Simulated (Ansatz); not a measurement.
**SiH₃O (doublet): the correlation ladder at distance O1–H3 along a hydrogen transfer = 1.271 Å, cc-pVDZ**

One table from this session's results is given with a row withheld; the runs are named, their logs left out.

Computed with Ansatz 0.2.0, Gaussian basis. Level: cc-pVDZ, core rule «outside noble gas», up to 6 orbitals frozen.

To be run: UHF; CCSD(T) on ROHF; CCSD(T) on UHF; BCCD(T) on ROHF; CISD; CCSDT(Q) on ROHF; CCSDT(Q) on UHF; CASSCF and MRCISD+Q, 3 electrons in 3 orbitals; CASSCF and NEVPT2, 3 electrons in 3 orbitals.

8 further runs of the same task are left out: 1 for a mislabelled method, 5 that didn't finish, 2 set aside as unsound or not needed.

### The system

The geometry derives from fragments relaxed apart (PBE0/def2-TZVP) and kept rigid, so it is no stationary point. A hydrogen atom is moved between rigid fragments.

5 atoms, charge 0, spin multiplicity 2.

Atoms are counted from 1 here; the program's logs count them from 0.

Bond lengths: O1–H2 0.960 Å, H3–Si4 1.492 Å, Si4–H5 1.532 Å. Angles: H3–Si4–H5 105.0°.

Set-up of the first run:

in.yaml reads:

```yaml
crystal:
  periodic: [false, false, false]
  atoms:
    - {symbol: O, position_ang: [-1.736718, 0.011831, 0.000000]}
    - {symbol: H, position_ang: [-1.986027, 0.938406, 0.000000]}
    - {symbol: H, position_ang: [-0.465718, 0.011831, 0.000000]}
    - {symbol: Si, position_ang: [1.026282, 0.011831, 0.000000]}
    - {symbol: H, position_ang: [1.422716, -1.467683, 0.000000]}
basis:
  gaussian: {orbitals: cc-pVDZ}
magnetization: {spin_polarized: true, initial_magnetization: 1}
hamiltonian: {xc: hf}
output: {orbitals: {seedname: orbitals}}
```

Command:

```
> ansatz run in.yaml --threads 1 --pin off --events-out ev --progress --plain --max-ram 2393MiB
```

Among the steps run: UHF; CCSD(T) on ROHF; CCSD(T) on UHF; BCCD(T) on ROHF; CISD; CCSDT(Q) on ROHF; CCSDT(Q) on UHF; CASSCF and MRCISD+Q, 3 electrons in 3 orbitals; CASSCF and NEVPT2, 3 electrons in 3 orbitals.

One of the session's tables, all rows but one given; the rest of the session is left out.

```
       method  from UCCSDT(Q) (kcal/mol)
         ROHF                    +209.91
          UHF                    +199.15
         RMP2                     +29.35
         UMP2                     +35.47
         CISD                     +26.98
        RCCSD                      +6.53
        UCCSD                      +6.72
     RCCSD(T)                      +1.54
     UCCSD(T)                          ?
      BCCD(T)                      +1.42
       RCCSDT                      +0.64
       UCCSDT                      +0.66
    RCCSDT(Q)                      +0.02
    UCCSDT(Q)                          0
  CASSCF pair                    +193.52
  MRCISD pair                     +22.65
MRCISD+Q pair                      +4.29
```

Estimate the missing values for UCCSD(T).

As computed: from UCCSDT(Q) (kcal/mol): +1.87. In the column «from UCCSDT(Q) (kcal/mol)» it lies between RCCSD(T) (+1.54) and MRCISD+Q pair (+4.29).

Not comparable, so not listed: CASSCF and NEVPT2, 3 electrons in 3 orbitals (they don't share determinant, frozen orbitals or solution with the rows shown, or repeat one).

To keep in mind: Restricted and unrestricted rows rest on different reference determinants; where their highest levels disagree by more than a few hundredths of an eV, they describe different states and don't form one ladder. Warnings in the runs' records: passed over end.
